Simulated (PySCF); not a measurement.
An unknown is described by computed data only.

Formula: C3H3F3.

| Quantity | Value |
| --- | --- |
| Dipole | 2.51 D [PBE0/pcSseg-1] |
| 13C NMR | chemical shifts (computed TMS as zero) by class: 135.8 (1 C), 131.8 (1 C), 131.0 (1 C) ppm [GIAO PBE0/pcSseg-1] |
| NMR, other nuclei | isotropic shieldings of nuclei other than C and H, by class: 255 (3 F) ppm [GIAO PBE0/pcSseg-1] |
| 1H NMR | chemical shifts (computed TMS as zero) by class: 6.35 (1 H), 6.15 (1 H), 6.00 (1 H) ppm [GIAO PBE0/pcSseg-1] |
| Rotational structure | rotational constants A, B, C: 5.479, 2.940, 2.867 GHz [GFN2-xTB] |

Gas-phase values; electronic properties from PySCF, density fitting. Levels stand in brackets. Geometry: GFN2-xTB; no solvent, vibrations or thermal averaging. NMR classes are plain means over equivalent atoms (diastereotopic ones count apart unless rotation or inversion swaps them), as if these changed places fast.

Question: Propose a structure and show how it fits.

Answer: Numbering: `[CH2:1]=[CH:2][C:3]([F:4])([F:5])[F:6]`. Its formula, C3H3F3, gives 1 degree of unsaturation: 0 rings and 1 π bond in the structure found. 3 carbons fall into 3 classes; from least to most shielded: alkene CH carbon [C2] (135.8 ppm), CF3 carbon [C3] (131.8 ppm), terminal =CH2 carbon [C1] (131.0 ppm). Hydrogen classes from least to most shielded: 1 H on a terminal =CH2 carbon, C1 (6.35 ppm), 1 H on an alkene CH carbon, C2 (6.15 ppm), 1 H on a terminal =CH2 carbon, C1 (6.00 ppm). The other shieldings belong to: 255 ppm, fluorine of a CF3 group [F4/F5/F6]. The optimised geometry has point group Cs and is an asymmetric top. Structure: `C=CC(F)(F)F`. The assignments are read from this structure; whether some other isomer fits the data as well wasn't checked.

The values belong to the conformer `[CH2:1]=[CH:2][C:3]([F:4])([F:5])[F:6]`: C1–C2–C3–F4 0°.
